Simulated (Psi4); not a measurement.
**C2H5B (BH2(vinyl)): levels of theory compared**

Wanted: a comparison of 3 runs (B3LYP/6-31G*, PBE/cc-pVDZ, wB97X/6-311+G**) of C2H5B (BH2(vinyl)). 

The results are computed with Psi4 1.11.

3 further runs of the same task are left out: 3 set aside as unsound or not needed.

## 1. The system as given

The species is C2H5B (8 atoms), meant as a singlet with charge 0. As SMILES, `[H]B([H])C=C`. The shape is that of a GFN2-xTB optimisation.

Bond lengths: B1–C4 1.543 Å, C4–C5 1.335 Å, B1–H2 1.169 Å, B1–H3 1.169 Å, C4–H6 1.086 Å, C5–H7 1.079 Å, C5–H8 1.081 Å. Angles: B1–C4–C5 123.6°, B1–C4–H6 119.7°, C5–C4–H6 116.7°, H2–B1–C4 120.3°, H3–B1–C4 119.7°, C4–C5–H7 121.2°, C4–C5–H8 123.0°, H2–B1–H3 119.9°, H7–C5–H8 115.7°.

## 2. Energy and forces at B3LYP/6-31G(d) (spherical functions) (run 1)

Input file run.py:

```python
import psi4

psi4.set_memory(1600000000)
psi4.set_num_threads(1)
psi4.core.set_output_file('c2h5b.out', False)

mol = psi4.geometry("""
B
H 1 1.168855
H 1 1.169219 2 119.94039
C 1 1.543203 2 120.34608 3 -179.72471
C 4 1.334637 1 123.62186 2 179.29816
H 4 1.085811 5 116.68837 1 179.79765
H 5 1.078721 4 121.23901 6 179.97159
H 5 1.08066 7 115.73778 4 179.96374
symmetry c1
""")

psi4.set_options({
    'puream': True,
    'e_convergence': 1e-09,
    'd_convergence': 1e-08,
    'scf_type': 'pk',
    'dft_radial_points': 99,
    'dft_spherical_points': 590,
})

E, wfn = psi4.gradient("b3lyp/6-31G*", molecule=mol, return_wfn=True)
print('gradient / Eh bohr^-1')
print(E.np.round(6))
print(f'energy = {wfn.energy():.10f} Eh')
```

Command:

```
python run.py
```

c2h5b.out:

```text
[...]
  Running in c1 symmetry.
[...]
  Nuclear repulsion =   58.129023031540655
[...]
  Multiplicity = 1
[...]
  Nalpha       = 11
  Nbeta        = 11
[...]
    Number of basis functions: 52
[...]
   @RKS iter   1:  -103.83670890884804   -5.06336e-01   1.07520e-02 DIIS/ADIIS
[...]
   @RKS iter  10:  -104.02602886753951   -1.01466e-11   8.53398e-09 DIIS
[...]
    Orbital Energies [Eh]
    ---------------------
    Doubly Occupied:
       1A    -10.200618     2A    -10.166801     3A     -6.732520
       4A     -0.769758     5A     -0.590548     6A     -0.499339
       7A     -0.454176     8A     -0.402179     9A     -0.329534
      10A     -0.322766    11A     -0.291059
[...]
  @RKS Final Energy:  -104.02602886753951
   => Energetics <=
    Nuclear Repulsion Energy =             58.1290230315406546
    One-Electron Energy =                -253.0156533635561686
    Two-Electron Energy =                 104.4381611321506256
    DFT Exchange-Correlation Energy =     -13.5775596676746346
    Empirical Dispersion Energy =           0.0000000000000000
    VV10 Nonlocal Energy =                  0.0000000000000000
    Total Energy =                       -104.0260288675395088
[...]
 Multipole Moments:
 ------------------------------------------------------------------------------------
     Multipole            Electronic (a.u.)      Nuclear  (a.u.)        Total (a.u.)
 ------------------------------------------------------------------------------------
 L = 1.  Multiply by 2.5417464519 to convert [e a0] to [Debye]
 Dipole X            :          0.0145243           -0.0174269           -0.0029027
 Dipole Y            :          0.0772469           -0.4140696           -0.3368227
 Dipole Z            :          0.6139953           -1.0022822           -0.3882869
 Magnitude           :                                                    0.5140279
[...]
  -Total Gradient:
     Atom            X                  Y                   Z
    ------   -----------------  -----------------  -----------------
       1        0.000327723299     0.013282567767     0.008777795293
       2       -0.000142756041    -0.001123223410    -0.014126636453
       3       -0.000081349354    -0.012648723331     0.007156188464
       4       -0.000213979438    -0.001588736883    -0.014497296108
       5        0.000047531697    -0.001352917523     0.007710535027
       6       -0.000013553955     0.004111271980    -0.002411938281
       7        0.000022182442    -0.006221778296     0.004170277771
       8        0.000054237156     0.005540370664     0.003221879739
[...]
```

On the terminal:

```text
gradient / Eh bohr^-1
[[ 3.2800e-04  1.3283e-02  8.7780e-03]
 [-1.4300e-04 -1.1230e-03 -1.4127e-02]
 [-8.1000e-05 -1.2649e-02  7.1560e-03]
 [-2.1400e-04 -1.5890e-03 -1.4497e-02]
 [ 4.8000e-05 -1.3530e-03  7.7110e-03]
 [-1.4000e-05  4.1110e-03 -2.4120e-03]
 [ 2.2000e-05 -6.2220e-03  4.1700e-03]
 [ 5.4000e-05  5.5400e-03  3.2220e-03]]
energy = -104.0260288675 Eh
```

It took 9.9 s on 1 thread of Intel Xeon 6975P-C (Granite Rapids), shared host; peak memory 0.87 GiB.

## 3. Energy and gradient at PBE/cc-pVDZ (run 2)

Input file job.dat:

```
memory 1600 MB

molecule mol {
  0 1
  B      1.28510825     1.97189142    -0.76516901
  H      2.55500421     2.57794548    -2.46779335
  H      0.91793447     3.38385698     0.89418061
  C      0.09707523    -0.69024136    -0.68748236
  C     -1.34926445    -1.51935870     1.20504056
  H      0.43301184    -1.99853655    -2.23206891
  H     -1.77175052    -0.33535080     2.80973929
  H     -2.16708123    -3.39020646     1.24357207
  units au
  symmetry c1
  no_reorient
  no_com
}

set globals {
  puream               true
  e_convergence        1e-09
  d_convergence        1e-08
  scf_type             pk
  dft_radial_points    99
  dft_spherical_points 590
}

e, wfn = gradient('pbe/cc-pVDZ', return_wfn=True)
oeprop(wfn, 'LOWDIN_CHARGES', 'QUADRUPOLE', 'DIPOLE', title='PBE')
```

Command:

```
psi4 -n 1 job.dat job.out
```

job.out, cut to the lines that bear on the results:

```text
[...]
  Running in c1 symmetry.
[...]
  Nuclear repulsion =   58.129024880288249
[...]
  Multiplicity = 1
[...]
  Nalpha       = 11
  Nbeta        = 11
[...]
    Number of basis functions: 67
[...]
   @RKS iter   1:  -103.54330044551095   -3.03871e-01   1.03505e-02 DIIS/ADIIS
[...]
   @RKS iter  11:  -103.85526578724021   -8.81073e-13   3.95857e-09 DIIS
[...]
    Orbital Energies [Eh]
    ---------------------
    Doubly Occupied:
       1A     -9.920034     2A     -9.888707     3A     -6.504515
       4A     -0.703034     5A     -0.533403     6A     -0.448446
       7A     -0.405846     8A     -0.355845     9A     -0.286004
      10A     -0.280174    11A     -0.268997
[...]
  @RKS Final Energy:  -103.85526578724021
   => Energetics <=
    Nuclear Repulsion Energy =             58.1290248802882488
    One-Electron Energy =                -252.9077090451071967
    Two-Electron Energy =                 107.5005251847944550
    DFT Exchange-Correlation Energy =     -16.5771068072157277
    Empirical Dispersion Energy =           0.0000000000000000
    VV10 Nonlocal Energy =                  0.0000000000000000
    Total Energy =                       -103.8552657872402136
[...]
  -Total Gradient:
     Atom            X                  Y                   Z
    ------   -----------------  -----------------  -----------------
       1        0.008973305322     0.020112860901    -0.001023736030
       2       -0.013403872743    -0.007112307153     0.017719914631
       3        0.004251891937    -0.014969089365    -0.018035052774
       4       -0.012531476228    -0.013061835739     0.012217896554
       5        0.005718076973     0.002502227921    -0.007970141440
       6       -0.002495737697     0.008594010674     0.010645740250
       7        0.003218973634    -0.010989525122    -0.013658029217
       8        0.006269350525     0.014922735392     0.000101765277
[...]
 Multipole Moments:
 ------------------------------------------------------------------------------------
     Multipole            Electronic (a.u.)      Nuclear  (a.u.)        Total (a.u.)
[...]
```

It took 14 s on 1 thread of Intel Xeon 6975P-C (Granite Rapids), shared host; peak memory 1.1 GiB.

## 4. Energy and gradient at wB97X/6-311+G(d,p) (run 3)

Input file calc.py:

```python
import psi4

psi4.set_memory(1600000000)
psi4.set_num_threads(1)
psi4.core.set_output_file('output.dat', False)

molecule = psi4.geometry("""
0 1
B
H 1 1.168855
H 1 1.169219 2 119.94039
C 1 1.543203 2 120.34608 3 -179.72471
C 4 1.334637 1 123.62186 2 179.29816
H 4 1.085811 5 116.68837 1 179.79765
H 5 1.078721 4 121.23901 6 179.97159
H 5 1.08066 7 115.73778 4 179.96374
symmetry c1
""")

psi4.set_options({
    'puream': True,
    'e_convergence': 1e-09,
    'd_convergence': 1e-08,
    'scf_type': 'pk',
    'dft_radial_points': 99,
    'dft_spherical_points': 590,
})

result, w = psi4.gradient('wb97x/6-311+G**', molecule=molecule, return_wfn=True)
psi4.oeprop(w, 'WIBERG_LOWDIN_INDICES', 'DIPOLE', 'MULLIKEN_CHARGES', title='WB97X')
print('gradient / Eh bohr^-1')
print(result.np.round(6))
print(f'energy = {w.energy():.10f} Eh')
```

Command:

```
python calc.py
```

output.dat, cut to the lines that bear on the results:

```text
[...]
  Running in c1 symmetry.
[...]
  Nuclear repulsion =   58.129023031540655
[...]
  Multiplicity = 1
[...]
  Nalpha       = 11
  Nbeta        = 11
[...]
    Number of basis functions: 96
[...]
   @RKS iter   1:  -103.87203247069651   -8.23652e-01   5.35421e-03 DIIS/ADIIS
[...]
   @RKS iter  11:  -104.01473620062130   -4.39115e-12   3.59114e-09 DIIS
[...]
  @RKS Final Energy:  -104.01473620062130
   => Energetics <=
    Nuclear Repulsion Energy =             58.1290230315406546
    One-Electron Energy =                -252.9146734704934829
    Two-Electron Energy =                 102.1117665616699668
    DFT Exchange-Correlation Energy =     -11.3408523233384582
    Empirical Dispersion Energy =           0.0000000000000000
    VV10 Nonlocal Energy =                  0.0000000000000000
    Total Energy =                       -104.0147362006213001
[...]
  -Total Gradient:
     Atom            X                  Y                   Z
    ------   -----------------  -----------------  -----------------
       1        0.000325017662     0.011104308212     0.007933709056
       2       -0.000140580027    -0.000894641286    -0.013686935221
       3       -0.000084532893    -0.012276082979     0.007403427326
       4       -0.000108180869     0.002955314240    -0.004981031201
       5       -0.000019127482    -0.002568621913     0.000278018537
       6       -0.000012982471     0.002898348469    -0.001734027573
       7        0.000011741304    -0.006241401465     0.003171167482
       8        0.000028343681     0.005017587296     0.001621352375
[...]
 Multipole Moments:
 ------------------------------------------------------------------------------------
     Multipole            Electronic (a.u.)      Nuclear  (a.u.)        Total (a.u.)
[...]
  Mulliken Charges: (a.u.)
   Center  Symbol    Alpha    Beta     Spin     Total
       1     B     2.47531  2.47531  0.00000  0.04938
       2     H     0.51013  0.51013  0.00000 -0.02027
       3     H     0.51197  0.51197  0.00000 -0.02393
       4     C     3.06790  3.06790  0.00000 -0.13580
       5     C     3.14721  3.14721  0.00000 -0.29443
       6     H     0.43270  0.43270  0.00000  0.13459
       7     H     0.42789  0.42789  0.00000  0.14423
       8     H     0.42688  0.42688  0.00000  0.14623
   Total alpha = 11.00000, Total beta = 11.00000, Total charge = -0.00000
[...]
```

Standard output:

```text
gradient / Eh bohr^-1
[[ 3.2500e-04  1.1104e-02  7.9340e-03]
 [-1.4100e-04 -8.9500e-04 -1.3687e-02]
 [-8.5000e-05 -1.2276e-02  7.4030e-03]
 [-1.0800e-04  2.9550e-03 -4.9810e-03]
 [-1.9000e-05 -2.5690e-03  2.7800e-04]
 [-1.3000e-05  2.8980e-03 -1.7340e-03]
 [ 1.2000e-05 -6.2410e-03  3.1710e-03]
 [ 2.8000e-05  5.0180e-03  1.6210e-03]]
energy = -104.0147362006 Eh
```

Run time: 23 s. Hardware: 1 thread of Intel Xeon 6975P-C (Granite Rapids), shared host; peak memory 0.85 GiB.

## 5. All runs side by side

```csv
run,level,energy (Eh),dipole moment (D),HOMO energy (eV),LUMO energy (eV),wall time
1,B3LYP/6-31G* (spherical functions),-104.026029,1.31,-7.92,-1.89,9.9 s
2,PBE/cc-pVDZ,-103.855266,1.37,-7.32,-2.97,14 s
3,wB97X/6-311+G**,-104.014736,1.11,-10.80,0.08,23 s
```

## 6. Summary of results

| quantity | value |
| --- | --- |
| run 3: total energy | -104.01474 Eh |
| run 3: dipole moment | 1.11 D |
| run 3: HOMO energy | -10.80 eV |
| run 3: LUMO energy | 0.08 eV |
| run 3: HOMO–LUMO gap | 10.88 eV |
| run 3: largest force on an atom | 0.737 eV/Å |

What this shows: The dipole moment (its size) runs from 1.11 D (wB97X/6-311+G**) to 1.37 D (PBE/cc-pVDZ). The two ends differ in method and basis. The HOMO–LUMO gap runs from 4.35 eV (PBE/cc-pVDZ) to 10.88 eV (wB97X/6-311+G**). Totals of different functionals can't be ranked against each other. All runs together took 47 s, the longest 23 s.
